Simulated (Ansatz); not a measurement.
# C₂H₃FN₂: small, medium and large basis sets

An exercise on one series of results from a longer session: the logs are not shown, and one member is left open.

The runs use Ansatz 0.2.0, Gaussian basis; one geometry, several basis sets.

Levels to be run: PBE0-D4/def2-SVP; ωB97M-V/def2-SVP; PBE0-D4/def2-QZVPP; ωB97M-V/def2-QZVPP; the functionals' def2-TZVPP values are taken from earlier runs.

## The geometry

All runs share one geometry, relaxed beforehand with PBE0-D4 in a triple-zeta def2 set.

SMILES `C=NC(=N)F`, 8 atoms, charge 0, spin multiplicity 1.

Atoms are counted from 1 here; the program's logs count them from 0.

Bond lengths: C1–N2 1.266 Å, C1–H6 1.088 Å, C1–H7 1.092 Å, N2–C3 1.394 Å, C3–N4 1.249 Å, C3–F5 1.338 Å, N4–H8 1.017 Å. Angles: N2–C1–H6 118.0°, N2–C1–H7 123.8°, H6–C1–H7 118.2°, C1–N2–C3 119.1°, N2–C3–N4 126.1°, N2–C3–F5 115.6°, N4–C3–F5 118.3°, C3–N4–H8 108.6°.

Geometry (Å):

```mol
C2H3FN2
  3D, bonds by distance, orders not assigned

  8  7  0  0  0  0  0  0  0  0999 V2000
   -0.4420    1.3405    0.0235 C   0  0
   -0.5577    0.1126    0.3108 N   0  0
    0.4256   -0.7784   -0.1170 C   0  0
    0.4439   -2.0091    0.0925 N   0  0
    1.4315   -0.2388   -0.8145 F   0  0
   -1.2189    2.0212    0.3656 H   0  0
    0.3913    1.7546   -0.5471 H   0  0
   -0.3815   -2.2596    0.6304 H   0  0
  1  2  8  0
  2  3  8  0
  3  4  8  0
  3  5  8  0
  1  6  8  0
  1  7  8  0
  4  8  8  0
M  END
```

The first run:

The input, in.yaml:

```yaml
crystal:
  periodic: [false, false, false]
  atoms:
    - {symbol: C, position_ang: [-0.442027, 1.340506, 0.023456]}
    - {symbol: N, position_ang: [-0.557658, 0.112606, 0.310824]}
    - {symbol: C, position_ang: [0.425631, -0.778412, -0.116999]}
    - {symbol: N, position_ang: [0.443911, -2.009139, 0.092470]}
    - {symbol: F, position_ang: [1.431522, -0.238811, -0.814550]}
    - {symbol: H, position_ang: [-1.218877, 2.021179, 0.365621]}
    - {symbol: H, position_ang: [0.391320, 1.754610, -0.547088]}
    - {symbol: H, position_ang: [-0.381522, -2.259639, 0.630366]}
basis:
  gaussian: {orbitals: def2-SVP}
hamiltonian: {xc: pbe0, dispersion: d4}
output: {orbitals: {seedname: orbitals}}
```

On the command line:

```console
> ansatz run in.yaml --threads 2 --pin off --events-out ev --progress --plain --max-ram 4352MiB
```

Among the steps run: PBE0-D4 in def2-SVP; ωB97M-V in def2-SVP; PBE0-D4 in def2-QZVPP; ωB97M-V in def2-QZVPP.

One table of the session follows, with a row left open; its other results are not shown here.

It belongs to the step «Density functionals: the series». 

```
functional       basis  HOMO (eV)  LUMO (eV)
   PBE0-D4    def2-SVP      -8.42      -1.94
   PBE0-D4  def2-TZVPP      -8.63      -2.10
   PBE0-D4  def2-QZVPP      -8.66      -2.15
   ωB97M-V    def2-SVP          ?          ?
   ωB97M-V  def2-TZVPP     -11.07       0.12
   ωB97M-V  def2-QZVPP     -11.10       0.04
```

**Question.** Estimate the row for ωB97M-V, def2-SVP.

The run gave: HOMO (eV): -10.83; LUMO (eV): 0.38. In the column «HOMO (eV)» it lies between ωB97M-V, def2-TZVPP (-11.07) and PBE0-D4, def2-QZVPP (-8.66).
